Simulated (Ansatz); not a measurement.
# HBO: how the B–H bond energy moves with the basis

HBO, singlet; coordinates (Å): B 0.000 0.000 0.008; O 0.000 0.000 -1.190; H 0.000 0.000 1.181. Quantity: B–H bond energy, to BO (doublet) + H.

Ansatz 0.2.0, basis 6-31G or cc-pVDZ or cc-pVTZ; geometries are PBE0/def2-TZVP minima. Wave-function levels freeze the cores; HF, MP2 and coupled cluster are restricted for singlets and unrestricted otherwise, atoms included (their steps beyond CCSDT(Q) come from restricted open-shell runs), Kohn–Sham unrestricted where that lies lower. The reference is CCSDT(Q) or CCSDTQ or full CI (coupled cluster only where its series has nearly closed). Semilocal and hybrid functionals correlate all electrons outside any core potential and usually lie nearer their basis limit than the reference, so part of their error here is the reference's basis and frozen-core error; RPA and the MP2 part of double hybrids freeze the same cores as the reference. None of these values is a measured one. Energies are electronic, without zero-point terms. No spin–orbit coupling and no scalar relativity. The species are chosen: bound, without strong static correlation by their natural occupations or amplitudes, in their lowest spin state as far as vertical gaps and like structures tell, and with a ladder that closes on the reference, so errors are smaller than for species at large; levels whose determinant breaks symmetry or spin markedly are left out.

```csv
level,6-31G (kJ/mol),cc-pVDZ (kJ/mol),cc-pVTZ (kJ/mol)
reference,433.4 (full CI),468.2 (CCSDTQ),479.6 (CCSDT(Q))
HF,383.0,388.6,388.5
CCSD,434.2,469.0,480.3
CCSD(T),434.9,469.3,480.9
CCSDT,433.3,468.2,480.0
PBE,480.0,473.4,472.6
wB97M-V,506.3,500.6,497.4
B2PLYP,475.1,481.6,485.7
```

From 6-31G to cc-pVTZ the reference moves by 46.2 kJ/mol and PBE by -7.4; the step from CCSD(T) to the reference is -1.5 in the first and -1.2 in the last.
